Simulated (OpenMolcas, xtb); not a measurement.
**C2H6B (SMILES [BH]CC): the dipole moment, rung by rung**

The species is C2H6B (9 atoms), meant as a doublet with charge 0. SMILES: `[BH]CC`. The shape is that of a PBE0-D4/def2-TZVP optimisation. This is one conformer, not always the lowest.

```
atom    x (Å)    y (Å)    z (Å)
   B  -1.4153   0.5173  -0.6236
   C   0.0775   0.3469  -0.3006
   C   0.5047  -0.7315   0.6886
   H  -1.9156   1.3072  -1.3703
   H   0.5807   0.2110  -1.2732
   H   0.4286   1.3412   0.0245
   H   1.5883  -0.7462   0.8288
   H   0.1973  -1.7210   0.3441
   H   0.0422  -0.5710   1.6646
```

Quantity: the dipole moment, in D. The values are calculated.

| level | kind | program | value (D) | CPU time |
| --- | --- | --- | --- | --- |
| GFN0-xTB | semi-empirical | xtb | 0.54 | under 2 s |
| UHF/def2-SVPD | Hartree–Fock | OpenMolcas | 1.01 | 18 s |
| USVWN5/def2-SVPD | LDA | OpenMolcas | 1.35 | 55 s |
| U-revPBE/def2-SVPD | GGA | OpenMolcas | 1.24 | 96 s |
| UBLYP/def2-SVPD | GGA | OpenMolcas | 1.21 | 95 s |
| UPBE/def2-SVPD | GGA | OpenMolcas | 1.26 | 94 s |
| UM06-L/def2-SVPD | meta-GGA | OpenMolcas | 1.15 | 2.1 min |
| UB3LYP/def2-SVPD | global hybrid | OpenMolcas | 1.16 | 94 s |

The values span 0.54 to 1.35 D. Magnitudes only. CPU times are rough (shared hosts, several kinds of processor and program).
